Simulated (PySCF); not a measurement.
Excitations are Tamm–Dancoff values on a coarser integration grid. The basis has no diffuse functions, so Rydberg states are missing or too high.

Cartesian coordinates (Å):
SMILES: Cl[Si](Cl)(Cl)Cl
```xyz
5

Cl    -0.9436    -0.9205    -1.5400
Si     0.0008    -0.0002     0.0007
Cl    -0.5388     1.9540     0.0540
Cl    -0.5218    -0.8938     1.7445
Cl     2.0075    -0.1408    -0.2559
```
Charge 0, multiplicity 1.

Problem. What is the computed dipole moment, S1 excitation (TDA), LUMO, HOMO–LUMO gap and HOMO (PBE-D3(BJ)/def2-TZVP // TPSSh-D3(BJ)/def2-TZVP (PySCF))?

Solution. 
* **dipole moment**: 0.00 D
* **S1 excitation (TDA)**: 6.57 eV
* **LUMO**: -1.68 eV
* **HOMO–LUMO gap**: 6.43 eV
* **HOMO**: -8.11 eV
